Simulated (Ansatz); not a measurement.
**HBN, doublet in 6-31G: errors against full CI**

Geometry: a point of a stretch scan, not a stationary point.

```yaml
atoms:
  - { symbol: B, position_ang: [0.0000, 0.0000, -0.0414] }
  - { symbol: N, position_ang: [0.0000, 0.0000, -1.3471] }
  - { symbol: H, position_ang: [0.0000, 0.0000, 1.3886] }
```

Basis 6-31G; Ansatz 0.2.0. Only valence electrons are correlated (noble-gas cores frozen), which leaves 9 electrons in 18 orbitals. Prefix R: restricted or restricted open-shell reference; prefix U: unrestricted. Active spaces: pair = (3e, 3o) about the gap; valence = (9e, 9o) chosen from the atoms' valence shells.

Full CI is exact within this basis and frozen core; it isn't the basis-set limit. The frozen core follows each run's orbitals, which can shift R against U totals by a few meV.

For open shells CISD and CISDTQ are restricted-active-space CI with the open shells as a complete middle space.

- UHF ⟨S²⟩: 0.812
- T1 diagnostic (RCCSD): 0.0237
- largest doubles amplitude (RCCSD): 0.119
- T1 diagnostic (UCCSD): 0.0355

```
                   level  E − E(full CI) (kJ/mol)  share of correlation (%)  wall time
                     RHF                    441.2                      0.00          –
                     UHF                    436.4                      1.09          –
                    RMP2                     66.7                     84.88          –
                    UMP2                     76.1                     82.76          –
                    CISD                     41.9                     90.50     0.63 s
                   RCCSD                     17.2                     96.09          –
                   UCCSD                     16.8                     96.20          –
                RCCSD(T)                      3.7                     99.15      0.9 s
                UCCSD(T)                      4.0                     99.10      0.9 s
                 BCCD(T)                      4.1                     99.07     0.75 s
                  RCCSDT                      1.3                     99.71          –
                  UCCSDT                      1.2                     99.72          –
                  CISDTQ                      2.0                     99.55      6.5 s
               RCCSDT(Q)                      0.1                     99.98        3 s
               UCCSDT(Q)                     -0.1                    100.03      3.1 s
                 RCCSDTQ                      0.1                     99.98       35 s
     CASSCF (pair space)                    366.0                     17.06          –
     NEVPT2 (pair space)                     65.4                     85.17      0.3 s
     MRCISD (pair space)                     31.7                     92.81          –
   MRCISD+Q (pair space)                      6.7                     98.49     0.45 s
  CASSCF (valence space)                    133.5                     69.74          –
  NEVPT2 (valence space)                     33.5                     92.41      3.2 s
  MRCISD (valence space)                      4.3                     99.04          –
MRCISD+Q (valence space)                      1.3                     99.70      5.5 s
```

The correlation energy at full CI, counted from RHF, is -4.573 eV. That run took 91 s on 1 thread of Intel Xeon, shared host over 6,554,240 determinants.

Times hold each run's SCF and search for its determinant on a shared host, so for small cases they say little of a method's own cost; they ran on 1 thread of Intel Xeon. Some runs computed forces too.

The full-CI state has the irrep B2 of C2v, in the program's axes (one component, if the state is degenerate).

Natural occupations of full CI about the gap: 1.979 1.964 1.949 1.917 0.979 0.078 0.050 0.033 0.018 0.013; effectively unpaired electrons, Σ n²(2−n)², 1.08.
